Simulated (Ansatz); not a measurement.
`CCC(C)(CC)CC`, charge 0, multiplicity 1.

Task: Give a relaxed structure at PBE0-D4/def2-TZVP (Ansatz). (Estimate.)

Result: Computed: 
```xyz
26

C    -2.2716   -0.5670   -1.2455
C    -1.0314    0.3089   -1.1591
C    -0.2130    0.2192    0.1402
C    -1.0996    0.5737    1.3327
C     0.3440   -1.2044    0.2960
C     1.2832   -1.4284    1.4703
C     0.9188    1.2595    0.0832
C     1.9725    1.0618   -0.9942
H    -2.9975   -0.3281   -0.4653
H    -2.0313   -1.6293   -1.1642
H    -2.7700   -0.4223   -2.2069
H    -0.3763    0.0660   -2.0021
H    -1.3279    1.3559   -1.2972
H    -1.8828   -0.1706    1.4938
H    -0.5159    0.6437    2.2534
H    -1.5832    1.5430    1.1788
H     0.8564   -1.4846   -0.6312
H    -0.4998   -1.8953    0.3885
H     0.8076   -1.1878    2.4239
H     2.1906   -0.8251    1.3915
H     1.5923   -2.4752    1.5175
H     1.4122    1.2895    1.0604
H     0.4568    2.2461   -0.0424
H     1.5458    1.0878   -1.9990
H     2.7235    1.8536   -0.9415
H     2.4965    0.1095   -0.8817
```
This is one stationary point; other conformers may exist.
